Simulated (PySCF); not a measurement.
# Electronic absorption of 1-chlorobicyclo[1.1.1.]pentane

1-chlorobicyclo[1.1.1.]pentane, C₅H₇Cl.
SMILES: `ClC12CC(C1)C2`

Method used: TDDFT wB97X-D/def2-SVPD, vertical, gas phase, core orbitals frozen in the response in PySCF 2.14.0, density-fitted response routines. Isolated species at its GFN2-xTB geometry, gas phase.

| state | λ (nm) | E (eV) | f | symmetry | main configurations (H = HOMO, L = LUMO) |
| --- | --- | --- | --- | --- | --- |
| S1 | 157.4 | 7.88 | 0.0009 | – | H-1/H→L+1 (≥73%) |
| S2 | 157.4 | 7.88 | 0.0009 | – | H-1/H→L+1 (≥73%) |
| S3 | 144.9 | 8.56 | 0.070 | E | H-1/H→L+2 (≥42%), H-1/H→L (≥33%), H-1/H→L+1 (≥16%) |
| S4 | 144.8 | 8.56 | 0.070 | E | H-1/H→L+2 (≥42%), H-1/H→L (≥33%), H-1/H→L+1 (≥16%) |
| S5 | 135.7 | 9.14 | 0.014 | E | H-1/H→L (≥49%), H-1/H→L+2 (≥32%) |
| S6 | 135.7 | 9.14 | 0.014 | E | H-1/H→L (≥49%), H-1/H→L+2 (≥32%) |
| S7 | 132.1 | 9.38 | 0.064 | A1 | H-2→L (35%), H-1/H→L+3 (≥22%), H-1/H→L+4 (≥21%) |

Triplets (Tamm–Dancoff): T1 7.26 eV, H-1/H→L+1 (≥69%), H-1/H→L+7 (≥10%); T2 7.26 eV, H-1/H→L+1 (≥69%), H-1/H→L+7 (≥10%).

The lowest singlet level (S1/S2) lies at 7.88 eV (157 nm, vacuum ultraviolet) and is very weak. The strongest level in the table is S3/S4 at 8.56 eV (145 nm, f = 0.140 summed). S1/S2, S3/S4 and S5/S6 lie within about 0.01 eV of each other in each set; the point group C3v has degenerate representations, and within a degenerate level the listed configurations can mix freely. Löwdin shares by element: HOMO (one of a set within 0.03 eV) chlorine 65%, carbon 27% or more; LUMO carbon 44% or more (atoms not listed hold the other 56%). Orbital energies (eV): HOMO-3 -11.47, HOMO-2 -11.26, HOMO-1 -10.13, HOMO -10.13, LUMO 2.34, LUMO+1 2.75, LUMO+2 2.84. The listed states span 1.51 eV, and the widest gap between neighbours is 0.68 eV (S2 to S3). Of the 7 states listed, 5 reach f = 0.01 and none stays under 0.0005. Symmetry labels in C3v follow from the direction of the transition dipole and are given only for states with f of 0.002 or more. Orbitals of the list HOMO-3 to LUMO+2 that lie within 0.01 eV of each other are written together with a slash and their weights summed (≥ marks a lower bound); for degenerate orbitals outside that list single weights are arbitrary. The window holds the lowest 8 singlets. The highest level found (9.46 eV, f 0.012 so far) is left out, since the window may have cut off a degenerate partner.
